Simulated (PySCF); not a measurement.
SMILES O[CH]C, doublet, PBE0/def2-SVP optimised geometry.

```
8

C     -1.19     0.19    -0.06
C      0.28     0.04     0.00
O      0.72    -1.25     0.00
H     -1.48     1.25     0.09
H     -1.62    -0.14    -1.03
H     -1.68    -0.41     0.73
H      0.93     0.80    -0.45
H      1.68    -1.25     0.00
```

Density from PySCF 2.14.0 with unrestricted PBE0/def2-TZVP at that geometry.

Minimum of the electron density along straight lines between bonded atoms, close to the bond critical point (lines longer than 1.1 times the sum of covalent radii, or with two minima, are not listed):

```tsv
bond	length / Å	ρ at the minimum / e bohr⁻³	∇²ρ there / e bohr⁻⁵	position (fraction from the first atom)
C1–C2	1.479	0.270	-0.73	0.49
C2–O3	1.361	0.286	(withheld)	0.34
C1–H4	1.100	0.272	-0.91	0.64
C1–H5	1.110	0.264	-0.86	0.64
C1–H6	1.103	0.270	-0.90	0.64
C2–H7	1.098	0.277	-0.95	0.65
O3–H8	0.962	0.363	(withheld)	0.81
```

Fill in the missing entries.


- C2–O3, ∇²ρ there / e bohr⁻⁵: -0.36
- O3–H8, ∇²ρ there / e bohr⁻⁵: -2.49
